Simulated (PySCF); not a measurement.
# CCl, CCSD(T): how much the basis matters

PySCF, UHF reference; doublet, unpaired electrons π ↑; De to C + Cl without counterpoise correction. Frozen cores follow the default of each basis and core potential.

```json
{"basis": "pcseg-1", "relativity": "no relativity", "functions": "32", "Re (Å)": "1.684", "ωe (cm⁻¹)": "852", "De (eV)": "3.52", "frozen orbitals": "6"}
{"basis": "def2-SVPD", "relativity": "no relativity", "functions": "47", "Re (Å)": "1.676", "ωe (cm⁻¹)": "853", "De (eV)": "3.67", "frozen orbitals": "6"}
{"basis": "aug-pcseg-1", "relativity": "no relativity", "functions": "50", "Re (Å)": "1.685", "ωe (cm⁻¹)": "842", "De (eV)": "3.63", "frozen orbitals": "6"}
{"basis": "def2-TZVPP", "relativity": "no relativity", "functions": "73", "Re (Å)": "1.656", "ωe (cm⁻¹)": "873", "De (eV)": "4.00", "frozen orbitals": "6"}
{"basis": "def2-TZVPPD", "relativity": "no relativity", "functions": "88", "Re (Å)": "1.656", "ωe (cm⁻¹)": "869", "De (eV)": "4.01", "frozen orbitals": "6"}
```

**Question.** How does each smaller set differ from the one with most functions, def2-TZVPPD?

**Answer.** pcseg-1: +2.8 pm, -2.0 % in ωe, -0.49 eV in De; def2-SVPD: +2.0 pm, -1.8 % in ωe, -0.34 eV in De; aug-pcseg-1: +2.9 pm, -3.1 % in ωe, -0.38 eV in De; def2-TZVPP: +0.0 pm, +0.5 % in ωe, -0.01 eV in De. All at CCSD(T); the set with most functions is neither the basis-set limit nor always the best.

Correlated steps freeze 6 core orbitals. Correlated levels converge slowly with the basis: in double zeta they bind strong bonds too weakly, by up to about 1 eV, and carry superposition errors of some tenths. The state is the lowest determinant that a PBE0 search found; another state may lie lower at other levels.
